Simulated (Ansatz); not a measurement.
bcc Cs, treated with PBE0 (PAW; Ansatz, a program for electronic structure).

Input:

Ansatz 0.2 input:
```yaml
crystal:
  lattice:
    - [-3.1358962507, 3.1358962507, 3.1358962507]
    - [3.1358962507, -3.1358962507, 3.1358962507]
    - [3.1358962507, 3.1358962507, -3.1358962507]
  atoms:
    - { symbol: Cs, position: [0.0, 0.0, 0.0] }
basis:
  ecutwfc: 460
  ecutrho_ratio: 4
  xc_grid: 2
kpoints:
  mp_grid: { grid: [8, 8, 8] }
hamiltonian:
  xc: pbe0
  dispersion: none
  pseudopotentials: { kind: paw }
scf:
  occupations: { method: fermi_dirac, width: 0.05 }
  convergence: { dr2_threshold: 0.0000000001 }
output:
  forces: false
  stress: true
  eigenvalues: true
```

Output (set-up and result lines):

```
WARN output.stress: scf.exx.energy_threshold = 1e-6 eV is looser than the 1e-8 eV advised for a stress under a hybrid functional (1e-8 eV for each atom of the …
Crystal: 1 atoms, lattice volume = 123.352 Å³
Basis set: ecut = 460 eV, 2779 PW (Γ), exchange–correlation on 80×80×80 points (8 copies of the dense FFT grid, shifted against one another)
Bands: 9, of which v1, the nominal top of the filled ones, is band 5 counted from 1 (4 counted from 0)
Symmetry: 48 space group operations
Space group: Im-3m (ITA 229), of the structure as read, at distance tolerance 5.0e-5 Å
k-points: 29 of 512
Functional: x = pbe(κ = 0.804, μ = 0.2195149727645171), c = pbe(β = 0.06672455060314922), warm-up for x = 0.75 pbe(κ = 0.804, μ = 0.2195149727645171) + 0.25 exact, c = pbe(β = 0.06672455060314922)
SCF iter   1: F=—  HF=-5670.763791 eV  |F-HF|=—  |Δ(HF+E_count)|=         —  Δρ=4.03e-4  dr2=1.54e-4
SCF iter   2: F=—  HF=-5670.764146 eV  |F-HF|=—  |Δ(HF+E_count)|=   3.55e-4  Δρ=2.32e-4  dr2=5.81e-5
  ...
SCF 1 converged in 7 iterations: F = -5670.764206 eV  dr2 = 4.39e-11
Crystal: 1 atoms, lattice volume = 123.352 Å³
Initial density: handed on by an earlier stage of this run
Functional: x = 0.75 pbe(κ = 0.804, μ = 0.2195149727645171) + 0.25 exact, c = pbe(β = 0.06672455060314922)
SCF 2 converged in 7 iterations: F = -5674.669439 eV  dr2 = 9.68e-11
Crystal: 1 atoms, lattice volume = 123.352 Å³
Crystal: 1 atoms, lattice volume = 123.352 Å³
SCF 4 converged in 7 iterations: F = -5674.673501 eV  dr2 = 2.53e-11
Crystal: 1 atoms, lattice volume = 123.352 Å³
SCF iter   1: F=—  HF=-5674.673501 eV  |F-HF|=—  |Δ(HF+E_count)|=         —  Δρ=2.41e-8  dr2=7.95e-12
SCF iter   2: F=-5674.673501 eV  HF=-5674.673501 eV  |F-HF|=9.09e-13  |Δ(HF+E_count)|=  3.64e-11  Δρ=1.21e-8  dr2=3.97e-13
SCF 5 converged in 2 iterations: F = -5674.673501 eV  dr2 = 3.97e-13
Free energy (F): -5674.673501 eV
Internal energy: -5674.668247 eV  (E = F + TS)
E sigma→0 (E₀):  -5674.670874 eV
Fermi energy:    2.058272 eV
--- Stress (GPa, compression-positive) ---
       -0.001500      -0.000000       0.000000
       -0.000000      -0.001500      -0.000000
        0.000000      -0.000000      -0.001500
  P = ⅓ Tr σ = -0.0015 GPa (-0.015 kbar)
```

The PAW data were made under PBE.

Note: the run warned that the count of filled bands differs between k points.

It cost roughly 7 core-minutes of CPU time.
